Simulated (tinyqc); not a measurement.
Inside a calculation. Method: harmonic frequencies on the UHF/sto-3g surface (energies and gradients from PySCF), for OH+, spin multiplicity 3. One step of it, computed by the program tinyqc.

Problem. One row of the Hessian: 1Oz. Displace 1Oz by +/-0.01 bohr; H(k, :) = (g(+) - g(-)) / (2 delta).

optimised positions (bohr):
```
           x         y          z
1O  0.000000  0.000000  -0.173324
2H  0.000000  0.000000   1.874078
```

gradient at +delta (hartree/bohr):
```
             x           y            z
1O  0.00000000  0.00000000   0.00430713
2H  0.00000000  0.00000000  -0.00430713
```

gradient at -delta (hartree/bohr):
```
             x           y            z
1O  0.00000000  0.00000000  -0.00417320
2H  0.00000000  0.00000000   0.00417320
```

Give: row of the Hessian.

Solution.

row of the Hessian (hartree/bohr^2): 1Ox 0.00000, 1Oy 0.00000, 1Oz 0.42402, 2Hx 0.00000, 2Hy 0.00000, 2Hz -0.42402
